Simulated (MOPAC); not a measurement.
MOPAC input (PM7):

```
PM7 PRECISE GNORM=0.05 LET XYZ CHARGE=-1 GEO-OK AUX(PRECISION=9) THREADS=1
C3H8N

N    -0.00213402 1    0.04214599 1    0.37919140 1
C    -0.00747060 1    1.44661146 1   -0.18378675 1
C     1.17873129 1   -0.64720590 1   -0.07181221 1
C    -1.17037410 1   -0.66082446 1   -0.08351890 1
H     0.86175233 1    1.94458640 1    0.29284521 1
H    -0.88711575 1    1.93444762 1    0.28412978 1
H     1.27604701 1   -0.62910707 1   -1.18225025 1
H     1.17565772 1   -1.69085337 1    0.27324375 1
H     2.07028400 1   -0.15669671 1    0.33315067 1
H    -1.25682128 1   -0.64379097 1   -1.19487271 1
H    -2.07154558 1   -0.18070831 1    0.31251001 1
H    -1.15863979 1   -1.70438609 1    0.26161086 1
```

From the last part of the output:

```
                                                       MOPAC v23.2.5 Linux

          FINAL HEAT OF FORMATION =         30.91549 KCAL/MOL =     129.35042 KJ/MOL

          COSMO AREA              =        108.64 SQUARE ANGSTROMS
          COSMO VOLUME            =         95.20 CUBIC ANGSTROMS

          GRADIENT NORM           =          0.03415          =       0.00986 PER ATOM
          IONIZATION POTENTIAL    =          0.048809 EV
          HOMO LUMO ENERGIES (EV) =         -0.049  9.397
          NO. OF FILLED LEVELS    =         13
          MOLECULAR WEIGHT        =         58.1029         POINT GROUP:  Cs

          MOLECULAR DIMENSIONS (Angstroms)

            Atom       Atom       Distance
            H    12    H     5     4.19600
            H     6    H     9     3.66032
            N     1    H     7     1.78991

          SCF CALCULATIONS        =         33

   ATOM   CHEMICAL          X               Y               Z
  NUMBER   SYMBOL      (ANGSTROMS)     (ANGSTROMS)     (ANGSTROMS)

     1       N         -0.00260098  *   0.05403605  *   0.45747364  *
     2       C         -0.00825219  *   1.40217202  *   0.02637303  *
     3       C          1.22179510  *  -0.64274469  *  -0.09547027  *
     4       C         -1.21326708  *  -0.65687192  *  -0.10759809  *
     5       H          0.88627719  *   1.93080690  *  -0.08967471  *
     6       H         -0.90764969  *   1.92036358  *  -0.09874999  *
     7       H          1.31105546  *  -0.57495256  *  -1.18329614  *
     8       H          1.20419732  *  -1.69237067  *   0.20838083  *
     9       H          2.09322849  *  -0.15487825  *   0.35590509  *
    10       H         -1.29240962  *  -0.59008481  *  -1.19625543  *
    11       H         -2.09470855  *  -0.17912351  *   0.33500443  *
    12       H         -1.18652276  *  -1.70623002  *   0.19653272  *

                             CARTESIAN COORDINATES

   1    N       -0.002600981     0.054036045     0.457473635
   2    C       -0.008252193     1.402172022     0.026373029
   3    C        1.221795097    -0.642744691    -0.095470267
   4    C       -1.213267081    -0.656871922    -0.107598094
   5    H        0.886277195     1.930806904    -0.089674707
   6    H       -0.907649693     1.920363576    -0.098749989
   7    H        1.311055457    -0.574952562    -1.183296141
   8    H        1.204197316    -1.692370671     0.208380830
   9    H        2.093228493    -0.154878251     0.355905089
  10    H       -1.292409616    -0.590084809    -1.196255427
  11    H       -2.094708553    -0.179123513     0.335004429
  12    H       -1.186522756    -1.706230024     0.196532721

           Empirical Formula: C3 H8 N  =    12 atoms

      MOLECULAR POINT GROUP   :   Cs

                  EIGENVALUES
 -27.82708 -18.96371 -17.63595 -13.89787  -9.97188  -9.81295  -9.63841  -8.28733
  -7.10468  -6.88205  -5.56012  -3.91189  -0.04881   9.39706  10.29074  10.70749
  10.85828  10.93274  11.14336  11.72534  12.00302  13.06684  14.07355  14.94419

              NET ATOMIC CHARGES AND DIPOLE CONTRIBUTIONS

  ATOM NO.   TYPE          CHARGE      No. of ELECS.   s-Pop       p-Pop
    1          N          -0.219887        5.2199     1.71908     3.50080
    2          C          -0.912527        4.9125     1.00333     3.90920
    3          C          -0.325277        4.3253     1.06536     3.25992
    4          C          -0.325281        4.3253     1.06535     3.25993
    5          H           0.102438        0.8976     0.89756
    6          H           0.102435        0.8976     0.89756
    7          H           0.092381        0.9076     0.90762
    8          H           0.084541        0.9155     0.91546
    9          H           0.112119        0.8879     0.88788
   10          H           0.092385        0.9076     0.90761
   11          H           0.112124        0.8879     0.88788
   12          H           0.084548        0.9155     0.91545
 DIPOLE           X         Y         Z       TOTAL
 POINT-CHG.     0.028    -4.277    -0.662     4.328
 HYBRID         0.005    -0.163    -0.872     0.887
 SUM            0.033    -4.441    -1.534     4.698

          ATOMIC ORBITAL ELECTRON POPULATIONS

     Atom    s        px        py        pz
    1  N   1.71908   0.98224   1.10610   1.41247
    2  C   1.00333   1.11758   0.93893   1.85269
    3  C   1.06536   1.08431   1.08159   1.09402
    4  C   1.06535   1.08566   1.08093   1.09333
    5  H   0.89756
    6  H   0.89756
    7  H   0.90762
    8  H   0.91546
    9  H   0.88788
   10  H   0.90761
   11  H   0.88788
   12  H   0.91545

 **********************
 *                    *
 * JOB ENDED NORMALLY *
 *                    *
 **********************

 == MOPAC DONE ==
```

The dipole moment of an ion depends on the origin.
